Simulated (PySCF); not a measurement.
hydrogen sulfide (H₂S), SMILES S. Geometry optimised at PBE0-D3(BJ)/def2-TZVPD.

TDDFT-LC-ωPBE/def2-TZVPD (PySCF) puts the lowest singlet excitations at 6.06, 6.67, 8.14, 8.30, 8.59, 9.03 eV and the lowest triplet (TDA) at 5.48 eV.

Question: What are the lowest singlet roots from EOM-CCSD/aug-cc-pVDZ (PySCF)? (An estimate is asked for; the answer gives what the named calculation found.)

Answer: 6.13, 6.33, 7.86, 8.38, 8.81, 9.22 eV; triplets 5.76, 5.93, 7.83 eV. S1 differs by 0.06 eV (second minus first; roots are paired by order, and the bases may differ).
